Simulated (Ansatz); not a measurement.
This geometry of C2H3N2 (7 atoms, charge 0, multiplicity 2) is a first-order saddle point.

Method: UKS PBE-D4/def2-SVP in Ansatz 0.2.0.

```xyz
7
Properties=species:S:1:pos:R:3
C -0.382 0.741 -0.261
N 0.827 0.004 0.010
C 0.800 -1.208 0.429
N 0.914 -2.341 0.822
H -1.000 0.231 -1.036
H -1.024 0.813 0.647
H -0.134 1.760 -0.610
```

(1) Which two structures does it join? (They come from a converged band through this point; their orientation in space is the band's.)

(2) How far does it lie above each of them?

Answers

(1) No bond is made or broken. The dihedral H5–C1–N2–C3 goes from -124 to 1°. The two ends are copies of one structure, up to a mirror image or an exchange of like atoms.

First end point:

```xyz
7
Properties=species:S:1:pos:R:3
C -0.433 0.671 -0.323
N 0.601 -0.324 -0.431
C 0.820 -1.188 0.489
N 1.117 -2.047 1.281
H -1.103 0.581 -1.207
H -1.037 0.630 0.608
H 0.035 1.677 -0.418
```

Last end point:

```xyz
7
Properties=species:S:1:pos:R:3
C -0.438 0.720 -0.177
N 0.565 0.015 0.576
C 0.823 -1.224 0.383
N 1.152 -2.380 0.292
H -0.981 0.112 -0.932
H -1.166 1.167 0.535
H 0.044 1.590 -0.678
```

(2) 1.5 kJ/mol above the first and 1.5 kJ/mol above the second. This is the barrier of this one path; another mechanism may lie lower.

Run time: 120 s on 1 thread of Arm Neoverse V2, with other jobs on the host, peak memory 0.14 GiB.
